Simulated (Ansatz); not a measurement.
`[CH3][AlH][SiH3]` and `[BH2][AlH][CH3]` differ in one atom or group.

Ansatz, PBE0-D4/def2-TZVP geometries, multiplicity 1. 

```csv
property,`[CH3][AlH][SiH3]`
HOMO energy (ωB97M-V/def2-TZVPP) / eV,-9.35
HOMO energy (PBE0/def2-TZVPP) / eV,-7.35
LUMO energy (PBE0/def2-TZVPP) / eV,-1.74
LUMO energy (ωB97M-V/def2-TZVPP) / eV,-0.12
HOMO energy (B3LYP/def2-TZVPP) / eV,-7.16
HOMO–LUMO gap (ωB97M-V/def2-TZVPP) / eV,9.23
```

**Question.** What does the change do to each property? (An estimate is asked.)

**Answer.** Computed: 
```
                               property  `[BH2][AlH][CH3]`  shift
  HOMO energy (ωB97M-V/def2-TZVPP) / eV              -9.37  -0.02
     HOMO energy (PBE0/def2-TZVPP) / eV              -7.23   0.12
     LUMO energy (PBE0/def2-TZVPP) / eV              -2.20  -0.46
  LUMO energy (ωB97M-V/def2-TZVPP) / eV              -0.28  -0.16
    HOMO energy (B3LYP/def2-TZVPP) / eV              -7.04   0.12
HOMO–LUMO gap (ωB97M-V/def2-TZVPP) / eV               9.09  -0.14
```

With PBE0 the HOMO rises by 0.12 eV and the LUMO falls by 0.46 eV, so the gap narrows by about 0.58 eV. PBE moves the HOMO by 0.21 eV and ωB97M-V by -0.02 eV.

B3LYP here is the variant with VWN-RPA as its local correlation; programs differ in this.
